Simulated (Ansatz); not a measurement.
in.yaml

```yaml
crystal:
  periodic: [false, false, false]
  atoms:
    - {symbol: Sb, position_ang: [0.000000, -0.013638, 0.000000]}
    - {symbol: H, position_ang: [0.000000, 0.823741, -1.468803]}
    - {symbol: H, position_ang: [0.000000, 0.823741, 1.468803]}
basis:
  gaussian: {orbitals: def2-SVPD}
total_charge: 1
magnetization: {spin_polarized: false, initial_magnetization: 4}
correlation: {method: ccsdt_q, electrons: outside_noble_gas}
```

```sh
$ ansatz run in.yaml --threads 1 --pin off --events-out ev --progress --plain --max-ram 2393MiB
```

Output:

```
988 factors; integrals over basis functions are off by at most 1.4e-7 eV
mean field evaluation 1: about -6525.2363 eV, gradient 8.0e0 eV
mean field evaluation 2: about -6525.2575 eV, gradient 8.0e0 eV
mean field evaluation 4: about -6526.1254 eV, gradient 8.6e-1 eV
mean field evaluation 8: about -6526.1388 eV, gradient 1.3e-1 eV
mean field evaluation 16: about -6525.2361 eV, gradient 8.0e0 eV
mean field evaluation 32: about -6524.1395 eV, gradient 4.3e-3 eV
mean field -6526.13936494 eV, -239.8311980853 hartree, gradient 1.1e-6 eV, S^2 6.000000; 1 other end points of the search recorded, 0 dependent functions left out
determinant -6526.13936494 eV, -239.8311980853 hartree, with singles and doubles -6528.13187680 eV, -239.9044215459 hartree
determinant -6524.13954368 eV, -239.7577060095 hartree, with singles and doubles -6526.39146035 eV, -239.8404624209 hartree
9 core orbitals not correlated: weight in the atoms' cores, before any rotation towards them, 0.999 or more for the frozen orbitals, at most 0.001 for the correlated occupied ones
reference -6526.13936494 eV, -239.8311980853 hartree; 5, 1 occupied and 34, 38 virtual orbitals, 988 factors
second order -1.46778344 eV of doubles, -0.06112530 eV of singles
cycle   1  -1.84062132 eV  change   -3.1e-1 eV  update   5.6e-2
cycle   2  -2.02489482 eV  change   -1.8e-1 eV  update   2.7e-2
cycle   3  -2.04845211 eV  change   -2.4e-2 eV  update   1.2e-2
cycle   4  -2.06163485 eV  change   -1.3e-2 eV  update   6.3e-3
cycle   5  -2.06150560 eV  change    1.3e-4 eV  update   2.6e-3
cycle   6  -2.06211127 eV  change   -6.1e-4 eV  update   8.4e-4
cycle   7  -2.06266775 eV  change   -5.6e-4 eV  update   3.1e-4
cycle   8  -2.06256606 eV  change    1.0e-4 eV  update   9.8e-5
cycle   9  -2.06252927 eV  change    3.7e-5 eV  update   2.8e-5
cycle  10  -2.06254441 eV  change   -1.5e-5 eV  update   8.9e-6
cycle  11  -2.06255043 eV  change   -6.0e-6 eV  update   3.2e-6
cycle  12  -2.06254993 eV  change    5.1e-7 eV  update   9.7e-7
cycle  13  -2.06254922 eV  change    7.0e-7 eV  update   3.6e-7
perturbative correction -0.00194218 eV, -0.0000713737 hartree
Total energy: -6528.20385634 eV, -239.9070667450 hartree
```

Ran on 1 thread of Intel Xeon 6975P-C, shared host: 5.5 s wall, 0.23 GiB peak host memory.
